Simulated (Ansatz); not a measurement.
Results of HSE06 in Ansatz (PAW) for fcc Ag.

Run with plane-wave cutoff 500 eV, 10×10×10 k mesh, Fermi–Dirac smearing 0.1 eV, no spin polarisation, scalar-relativistic PAW data made under PBE.

Computed at the level's own relaxed cell.

Task: Predict the equilibrium volume per atom and lattice constant a.

Result: 
* **equilibrium volume per atom**: 17.78 Å³/atom
* **lattice constant a**: 4.143 Å

Measured, for comparison: equilibrium volume per atom 16.76 Å³/atom (static lattice: zero-point anharmonic expansion removed; as tabulated in Mejia-Rodriguez and Trickey (2018), arXiv:1807.09216); lattice constant a 4.062 Å (static lattice: zero-point anharmonic expansion removed, our sources range from 4.056 to 4.063; as tabulated in Mejia-Rodriguez and Trickey (2018), arXiv:1807.09216). Computed (rounded) less measured: equilibrium volume per atom +6.1 %, lattice constant a +2.0 % (+2.0 % to +2.1 % over the range).

Note: exact exchange on metals is sensitive to the k mesh and can open a false gap.

Static lattice: no zero-point or thermal effects.

Cost on a shared machine: roughly 8 core-minutes.

Ansatz is a program for electronic structure.
